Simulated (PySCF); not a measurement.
Coordinates in bohr (charge -1 multiplicity 1):
```
B     0.0000    0.0000    0.0000
H    -1.3519   -1.3519    1.3519
H     1.3519   -1.3519   -1.3519
H    -1.3519    1.3519   -1.3519
H     1.3519    1.3519    1.3519
```

Level of theory: PBE0 in PySCF with B def2-TZVPD, H def2-TZVPD; no relativity; density-fitted integrals.

This geometry of BH₄⁻ is a stationary point at this level.

What is the point group?

Td.

Is it a minimum?

Yes: all harmonic wavenumbers are real.

List the harmonic modes with their infrared intensities.


```json
{"symmetry": "t2", "ω (cm⁻¹)": "1061", "IR (km/mol, summed over degenerate members)": "121"}
{"symmetry": "e", "ω (cm⁻¹)": "1184", "IR (km/mol, summed over degenerate members)": "0.0"}
{"symmetry": "t2", "ω (cm⁻¹)": "2272", "IR (km/mol, summed over degenerate members)": "1684"}
{"symmetry": "a1", "ω (cm⁻¹)": "2279", "IR (km/mol, summed over degenerate members)": "0.0"}
```

What are the dipole moment and the gap between the highest occupied and lowest empty levels?

0.00 D about the centre of mass and 6.08 eV.

Give the atomic charges and bond orders.


```
    atom  Mulliken  Löwdin  polar tensor  Mayer order to B1
      B1     -0.88   -0.56          0.33                  –
H2,3,4,5     -0.03   -0.11         -0.33               1.00
```

In Td the vibrations span 2t2 + e + a1. The a1, e modes carry no infrared intensity, as symmetry demands.

This need not be the most stable arrangement of these atoms. The lowest empty level of this anion is unbound, so it and the gap depend on the basis.
